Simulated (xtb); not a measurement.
xtb input:

```bash
xtb mol.xyz --gfn 2 --sp --chrg -1 --uhf 0
```
mol.xyz:
```
4

O     -1.05613991    -0.38056162    -0.01204272
C      0.01219483     0.60892406    -0.01345114
O      1.11918472     0.07877032     0.02005673
H     -0.57752748    -1.23921390     0.01659471
```

**Question.** What final total energy does it print?

**Answer.** -10.89427 Eh (GFN2-xTB).

It need not be the lowest isomer of its formula. Whether it binds its extra electron was not tested at this geometry.
